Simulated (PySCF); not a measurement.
**Helium: a sound run and one with changed settings**

Sound run: He 1s2, He⁺ 1s1. Calculation: PySCF 2.14, in def2-TZVP (3s1p, 6 functions); the non-relativistic Hamiltonian (point nucleus). The sound run starts from symmetry-adapted Hartree-Fock orbitals and uses a fine grid where one is needed.

Changed run: radial step 0.8 in ln r (0.13 in the sound run). This setting is unsound on purpose.

| species | method | sound run (hartree) | changed run (hartree) | converged |
| --- | --- | --- | --- | --- |
| He | UHF | -2.85990 | -2.85990 | yes |
| He | r2SCAN | -2.90292 | -2.90934 | yes |
| He | TPSS | -2.90749 | -2.91123 | yes |
| He⁺ | UHF | -1.99814 | -1.99814 | yes |
| He⁺ | r2SCAN | -1.99847 | -2.00111 | yes |
| He⁺ | TPSS | -1.99827 | -2.00264 | yes |

Ionisation energy of He:

```
method  sound run (eV)  changed run (eV)
   UHF          23.450            23.450
r2SCAN          24.611            24.714
  TPSS          24.741            24.724
```

A coarse radial grid mis-integrates the density and the exchange-correlation energy, with errors of either sign; Hartree-Fock needs no grid.

For comparison, NIST gives 24.587 eV between the lowest levels.
